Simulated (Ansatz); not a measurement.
The first iterations of a band of AlClH4O (7 atoms, charge 0, multiplicity 1).

Level of theory: RKS PBE0-D4/def2-SVP (Ansatz 0.2.0).

```json
{
  "movable images": "7",
  "climbing image": "yes",
  "spring": "5.0 eV/Å²",
  "optimiser": "quadratic models (default)",
  "start path": "through a guess of the saddle point",
  "force threshold": "0.05 eV/Å",
  "iteration limit": "60",
  "end points": "relaxed"
}
```

First end point:

```xyz
7
Properties=species:S:1:pos:R:3
Al 0.053 0.037 0.113
H 0.040 0.710 1.557
Cl 1.823 0.369 -1.034
H -1.280 -0.210 -0.724
O 0.289 -1.859 0.716
H -0.372 -2.501 0.427
H 0.491 -2.024 1.646
```

Last end point:

```xyz
7
Properties=species:S:1:pos:R:3
Al 0.072 -0.621 -0.268
H 0.358 0.278 1.853
Cl 1.782 0.483 -0.796
H -1.354 0.019 -0.454
O 0.326 -2.254 0.132
H -0.348 -2.927 0.228
H 0.207 -0.457 2.006
```

| iteration | highest image above the first end (eV) | largest band force component (eV/Å) |
| --- | --- | --- |
| 1 | 2.141 | 3.659 |
| 2 | 1.052 | 1.811 |

Task: Does the band converge within its limit, and where does its top end?

Result: The forces met the threshold. It ended after 8 iterations with the highest image 0.723 eV above the first end. A vibrational analysis at the climbing image gives one clearly imaginary mode, 1204i cm⁻¹: a first-order saddle point. The orbitals stay closed-shell, which can raise the energy where a bond breaks towards radicals; this wasn't checked here.

The run took 2.2 min on 1 thread of Arm Neoverse V1, with other jobs on the host, peak memory 0.13 GiB.
